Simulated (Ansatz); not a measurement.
Name a neutral molecule of C, F, N and H with LUMO energy (PBE0/def2-TZVPP) between 0.10 and 0.40 eV and HOMO–LUMO gap (PBE/def2-TZVPP) between 4.70 and 5.00 eV (Ansatz, PBE0-D4/def2-TZVP geometry).

`N=C(F)CN` (0.16 eV, 4.88 eV); `NC/C=C\F` (0.35 eV, 4.84 eV). Other molecules can fit too; these were computed, each in one conformer that needn't be the lowest.
